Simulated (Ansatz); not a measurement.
How far each method lies from UCCSDT(Q) for [BH2···H···SiH], doublet

Geometry: a point of a hydrogen-transfer path between rigid fragments, not a stationary point.

```xyz
6

B    -2.3073    0.0347    0.0000
H    -2.9040    1.0683    0.0000
H    -2.9040   -0.9988    0.0000
H    -0.6893    0.0347    0.0000
Si    1.0687    0.0347    0.0000
H     1.4652   -1.4448    0.0000
```

Basis cc-pVDZ; Ansatz 0.2.0. Only valence electrons are correlated (noble-gas cores frozen), which leaves 11 electrons in 46 orbitals. R marks a restricted (for open shells ROHF) determinant, U an unrestricted one. Active spaces: frontier = (9e, 9o) about the gap; pair = (3e, 3o) about the gap.

Full CI isn't at hand for all of this; UCCSDT(Q) serves as the reference, and is uncertain by about the last step of the cluster series. The frozen core follows each run's orbitals, which can shift R against U totals by a few meV.

Unrestricted rows (U) aren't spin-pure: their determinants' ⟨S²⟩ exceeds S(S+1) by up to 0.11, so they mix in states of higher spin. For open shells CISD is restricted-active-space CI with the open shells as a complete middle space.

The UHF ⟨S²⟩ is 0.861. The T1 diagnostic (RCCSD) is 0.0293, the largest doubles amplitude (RCCSD) is 0.095 and the T1 diagnostic (UCCSD) is 0.0399.

```
                level  E − E(UCCSDT(Q)) (kJ/mol)  share of correlation (%)  wall time
                  RHF                      606.1                      0.00          –
                  UHF                      594.6                      1.90          –
                 RMP2                      146.4                     75.85          –
                 UMP2                      152.1                     74.91          –
                 CISD                       74.5                     87.71        7 s
                RCCSD                       22.1                     96.35          –
                UCCSD                       22.3                     96.33          –
             RCCSD(T)                        5.8                     99.05       11 s
             UCCSD(T)                        6.1                     99.00       25 s
              BCCD(T)                        6.0                     99.01       12 s
               RCCSDT                        1.1                     99.82          –
               UCCSDT                        1.1                     99.82          –
            RCCSDT(Q)                        0.2                     99.96    1.8 min
  CASSCF (pair space)                      551.7                      8.98          –
  NEVPT2 (pair space)                      146.2                     75.88        5 s
  MRCISD (pair space)                       63.1                     89.60          –
MRCISD+Q (pair space)                        5.4                     99.10        6 s
```

The correlation energy at UCCSDT(Q), counted from RHF, is -6.282 eV. That run took 2.1 min on 1 thread of Arm Neoverse N1, shared host.

Run but not shown, since their state or frozen core can't be matched to the reference's or they repeat it: CASSCF (frontier space), NEVPT2 (frontier space).

Times hold each run's SCF and search for its determinant on a shared host, so for small cases they say little of a method's own cost; they ran on 1 thread of Arm Neoverse N1.
